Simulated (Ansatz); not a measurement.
**Property card for BaH2**

Theory: DFT PBEsol, scalar-relativistic, plane waves, PAW in Ansatz.

Plane waves to 420 eV, a k mesh through Γ of 6×6×6 on the computed 6-atom cell and Gaussian smearing (0.02 eV); no spin polarisation.

The structure is relaxed at this level of theory with its symmetry kept. Whether it is the stable form of this composition wasn't checked.

```
Ba H
1.0
     4.38462    0.00000    0.00000
    -2.19231    3.79719    0.00000
     0.00000    0.00000    5.79616
Ba H
2 4
Cartesian
  2.1923 1.2657 4.3471
  0.0000 2.5315 1.4490
  0.0000 2.5315 4.3471
  2.1923 1.2657 1.4490
  0.0000 0.0000 2.8981
  0.0000 0.0000 0.0000
```

| Property | Result |
| --- | --- |
| Space group | P6_3/mmc (No. 194) |
| Volume per atom | 16.08 Å³ |
| Formation energy from the elements' standard states (uncorrected) | -0.554 eV/atom |
| Kohn–Sham band gap | 1.69 eV, indirect from (0.000, 0.000, 0.151) to H |
| Löwdin character of the top 1 eV of the valence band | H 1s 87 %, unprojected 9 % |
| Electron masses at the edge by Cartesian direction of the standard setting (m_e; degenerate bands sorted by energy; no spin-orbit coupling) | x: 0.47, 0.47; y: 0.47, 0.47; z: 0.28, 0.28 |
| Hole masses at the edge by Cartesian direction of the standard setting (m_e; degenerate bands sorted by energy; no spin-orbit coupling) | x: 0.22; y: 0.22; z: 3.1 |
| Bulk modulus | 34 GPa |
| Its pressure derivative | 4.1 |
| Electronic dielectric constant xx, yy, zz of the standard setting (independent particles) | 5.8, 5.8, 5.3 |
| Bader charges (e) | Ba (2 in the cell) 1.30, H (2 in the cell) -0.66, H (2 in the cell) -0.64 |

Spin-orbit coupling is left out, which matters for the bands of heavy elements.